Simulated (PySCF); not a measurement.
How well do the runs reproduce experiment for vinylene carbonate?

**The experiment to reproduce.**

NIST CCCBDB Release 22 (SRD 101), experimental dipoles lists, for the gas: dipole moment (microwave Stark effect, vibrational ground state) 4.51 D.

The runs below try to reproduce these values; the comparison stands at the end.

Compound: vinylene carbonate, C₃H₂O₃.
Atom-mapped SMILES: `[O:1]=[c:2]1[o:3][cH:4][cH:5][o:6]1` (hydrogens: H7 on C4; H8 on C5)

Structure used (PBE0-D3(BJ)/def2-TZVP), in Å, numbered top down from 1:
```xyz
8
C3H2O3 angstrom
O      2.4088    0.1879   -0.5979
C      1.2637    0.0975   -0.3157
O      0.4364    1.1252    0.0159
C     -0.8023    0.5920    0.2696
C     -0.7395   -0.7196    0.1017
O      0.5395   -1.0533   -0.2649
H     -1.5915    1.2664    0.5490
H     -1.4588   -1.5133    0.1938
```

Runs made with PySCF (gas phase, on this PBE0-D3(BJ)/def2-TZVP geometry; no spin–orbit coupling):

```csv
level,job,basis functions,wall time
"PBE0-D3(BJ)/def2-TZVP, grid level 2",geometry optimisation from a GFN2-xTB start shaken at random,198,1.7 min
PBE0/pcSseg-2,"shieldings, ring-centre shieldings, charges and field gradients",244,19 s
CAM-B3LYP/aug-cc-pVTZ,"10 singlets by full TDDFT, 4 Tamm–Dancoff triplets, polarisability",322,46 s
PBE0/aug-cc-pVTZ,"10 singlets by full TDDFT, 4 Tamm–Dancoff triplets, polarisability, dynamic polarisability",322,43 s
wB97X-D/aug-cc-pVTZ,"10 singlets by full TDDFT, 4 Tamm–Dancoff triplets, polarisability, ΔSCF ions",322,76 s
```

Hardware: one thread of an Arm Neoverse V1, shared host.

Results beside the measurements:

**Dipole moment.** Measured: 4.51 D (NIST CCCBDB Release 22 (SRD 101), experimental dipoles).

```json
{"level": "PBE0-D3(BJ)/def2-TZVP", "computed (D)": "4.61", "computed − measured (D)": "+0.10", "% (from the printed values)": "+2"}
{"level": "PBE0/pcSseg-2", "computed (D)": "4.68", "computed − measured (D)": "+0.17", "% (from the printed values)": "+4"}
{"level": "CAM-B3LYP/aug-cc-pVTZ", "computed (D)": "4.72", "computed − measured (D)": "+0.21", "% (from the printed values)": "+5"}
{"level": "PBE0/aug-cc-pVTZ", "computed (D)": "4.59", "computed − measured (D)": "+0.08", "% (from the printed values)": "+2"}
{"level": "wB97X-D/aug-cc-pVTZ", "computed (D)": "4.64", "computed − measured (D)": "+0.13", "% (from the printed values)": "+3"}
```

Closest is PBE0/aug-cc-pVTZ (+0.08 D), furthest CAM-B3LYP/aug-cc-pVTZ (+0.21 D); one molecule doesn't rank methods. All 5 levels lie above the measurement. The computed dipoles belong to one fixed geometry; measured ones are averaged over vibrations unless marked μe. Magnitudes are compared, not signs.

The geometry is computed, not the measured one. Where a level misses, the cause wasn't examined.
